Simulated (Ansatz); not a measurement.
```yaml
crystal:
  periodic: [false, false, false]
  atoms:
    - {symbol: O, position_ang: [0.888326, -1.635564, 0.583139]}
    - {symbol: C, position_ang: [0.350033, -0.635374, 0.225418]}
    - {symbol: C, position_ang: [0.892005, 0.525735, -0.594467]}
    - {symbol: S, position_ang: [-0.736646, 1.354959, -0.515556]}
    - {symbol: C, position_ang: [-1.076444, -0.158771, 0.453721]}
    - {symbol: H, position_ang: [1.209638, 0.237784, -1.598623]}
    - {symbol: H, position_ang: [1.700048, 1.065168, -0.096358]}
    - {symbol: H, position_ang: [-1.829971, -0.819213, 0.019961]}
    - {symbol: H, position_ang: [-1.308489, 0.018976, 1.505668]}
basis:
  gaussian: {orbitals: STO-3G, nuclear_model: gaussian}
magnetization: {spin_polarized: true, initial_magnetization: 2}
hamiltonian: {xc: {name: HF}}
correlation: {method: mp2, frozen_orbitals: {O: 9}}
output: {forces: true}
```

```sh
$ ansatz run in.yaml --threads 2 --pin off --events-out ev --progress --plain --max-ram 4352MiB
```

Shortened log:

```
Functional definition: HF
Error: "frozen_orbitals" has no count for C
```

In this input frozen orbitals are typed for one element alone, and the program wants a count for each. The input was rejected before any iteration.
